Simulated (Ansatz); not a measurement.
Reaction (substitution at a C–O bond): `COC(F)F` + HCl → `FC(F)Cl` + CH₃OH

Isolated molecules relaxed with PBE0-D4/def2-TZVP in Ansatz; ΔE leaves out vibrations. CCSD(T)/CBS adds triple-zeta CCSD(T) − MP2 to the extrapolated MP2 energy (def2 sets, frozen cores). This one scheme is used for every species. DFT in def2-TZVPP. B3LYP here is the variant with VWN-RPA as its local correlation; programs differ in this. HSE06 is defined as in plane-wave codes. Each species was taken in one conformer, which may not be the lowest.

| level | ΔE (kJ/mol) | difference from CCSD(T)/CBS |
| --- | --- | --- |
| LDA (SPW92) | 48.9 | 3.1 |
| PBE-D4 | 37.6 | -8.2 |
| revPBE-D4 | 35.9 | -9.9 |
| BLYP-D4 | 38.6 | -7.2 |
| r2SCAN-D4 | 45.5 | -0.3 |
| B97M-V | 48.5 | 2.7 |
| B3LYP-D4 | 44.1 | -1.7 |
| r2SCANh-D4 | 46.9 | 1.1 |
| r2SCAN0-D4 | 49.0 | 3.2 |
| HSE06-D4 | 43.4 | -2.4 |
| BHLYP-D4 | 51.5 | 5.7 |
| CAM-B3LYP-D4 | 50.3 | 4.5 |
| ωB97X-V | 48.2 | 2.4 |
| ωB97M-V | 46.6 | 0.8 |
| B2PLYP | 45.5 | -0.3 |
| PBE-QIDH | 48.4 | 2.6 |
| PBE | 36.4 | -9.4 |
| revPBE | 32.1 | -13.7 |
| BLYP | 36.3 | -9.5 |
| PBE0 | 42.6 | -3.2 |
| B3LYP | 42.5 | -3.3 |
| r2SCAN0 | 48.4 | 2.6 |
| HSE06 | 42.4 | -3.4 |
| BHLYP | 50.7 | 4.9 |
| CAM-B3LYP | 49.3 | 3.5 |
| LC-ωPBE | 47.2 | 1.4 |
| RPA@PBE/def2-TZVPP | 50.1 | 4.3 |
| HF/def2-SVP | 74.0 | 28.2 |
| MP2/def2-SVP | 64.0 | 18.2 |
| CCSD(T)/def2-SVP | 66.5 | 20.7 |
| MP2/def2-TZVPP | 47.9 | 2.1 |
| SCS-MP2/def2-TZVPP | 48.0 | 2.2 |
| CCSD/def2-TZVPP | 52.9 | 7.1 |
| CCSD(T)/def2-TZVPP | 51.3 | 5.5 |
| HF/def2-QZVPP | 57.9 | 12.1 |
| MP2/def2-QZVPP | 44.6 | -1.2 |
| SCS-MP2/def2-QZVPP | 44.8 | -1.0 |
| HF/CBS(def2) | 57.8 | 12.0 |
| MP2/CBS(def2) | 42.4 | -3.4 |
| CCSD/CBS(def2) | 47.3 | 1.5 |
| CCSD(T)/CBS | 45.8 | 0 |

Largest T1 diagnostic among the species: 0.011.

Leaving LDA and LC-ωPBE aside and taking each functional with its dispersion term where it has one, the values spread over 15.6 kJ/mol, from revPBE-D4 to BHLYP-D4. LDA lies +12.5 kJ/mol from PBE without D4. From BLYP to BHLYP (50 % exact exchange), in def2-TZVPP and without D4, ΔE moves by +14.4 kJ/mol. In def2-TZVPP, CCSD(T) changes the Hartree–Fock value by −7.0 kJ/mol (the triples alone add −1.5 kJ/mol) and MP2 by −10.4 kJ/mol.
